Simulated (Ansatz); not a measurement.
The same path of CH2NO (5 atoms, charge -1, multiplicity 1) was run twice with different band settings. Lost on the way: N1–H5. Made: O3–H5.

The calculation used RKS B3LYP-D4/def2-SVP (Ansatz 0.2.0).

Relaxed end points:

```xyz
5
Properties=species:S:1:pos:R:3
N -0.409 0.120 -0.415
C 0.929 -0.338 -0.056
O 0.935 -0.947 1.027
H -0.400 0.985 -0.958
H -1.055 0.180 0.401
```

```xyz
5
Properties=species:S:1:pos:R:3
N -0.376 0.505 -0.578
C 0.694 -0.124 -0.164
O 0.380 -0.800 1.026
H -0.123 0.991 -1.449
H -0.575 -0.572 1.165
```

Common settings: movable images 7; climbing image yes; spring 5.0 eV/Å²; optimiser quadratic models (default); force threshold 0.05 eV/Å; iteration limit 60; end points relaxed.

| run | start path |
| --- | --- |
| 1 | through a guess of the saddle point |
| 2 | straight line |

What does each run give, and how far can it be trusted?

Run 1: converged after 22 iterations, highest image 1.301 eV above the first end. A vibrational analysis at the climbing image gives one clearly imaginary mode, 1683i cm⁻¹: a first-order saddle point.
Run 2: converged after 14 iterations, highest image 1.301 eV above the first end. Another band between the same ends (7 images) ends at a top of the same energy, where a vibrational analysis finds 1 clearly imaginary mode.
The orbitals stay closed-shell, which can raise the energy where a bond breaks towards radicals; this wasn't checked here. Limits of this set-up: an anion without diffuse functions, the dipole of an ion depends on the origin.
